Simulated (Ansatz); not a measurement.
A ladder of methods for SO (sulfur oxide)

SO: 2 atoms, total charge 0, spin state triplet. SMILES: `O=S`. The bond length is the measured one.

```xyz
2

O     0.0000    0.0000    0.0000
S     0.0000    0.0000    1.4811
```

Each level gives the energy change with the O1–S2 bond stretched from 1.481 to 1.851 Å (eV). The values are calculated.

```
            level                    kind  program  value (eV)
       UHF/STO-3G            Hartree–Fock   Ansatz        0.40
  U-revPBE/STO-3G                     GGA   Ansatz        0.29
  U-r2SCAN/STO-3G                meta-GGA   Ansatz        0.64
     UPBE0/STO-3G           global hybrid   Ansatz        0.95
UCAM-B3LYP/STO-3G  range-separated hybrid   Ansatz        1.06
   UB2PLYP/STO-3G           double hybrid   Ansatz        1.08
   RPA@PBE/STO-3G                     RPA   Ansatz        0.06
      UMP2/STO-3G     perturbation theory   Ansatz        1.10
     UCCSD/STO-3G   coupled cluster or CI   Ansatz        0.40
    UCCSDT/STO-3G   coupled cluster or CI   Ansatz        0.48
```

The first shape isn't each level's own minimum. The values span 0.06 to 1.10 eV. Spin contamination of the reference (⟨S²⟩ at least 0.1 too high) touches UHF/STO-3G, UMP2/STO-3G, UCCSD/STO-3G, UCCSDT/STO-3G. The coupled-cluster rows rest on a doubtful reference here (large T1 or Brueckner and Hartree–Fock orbitals at odds), and rows may lie in different states. All rows use very small basis sets, so none should be taken for the real molecule's value.
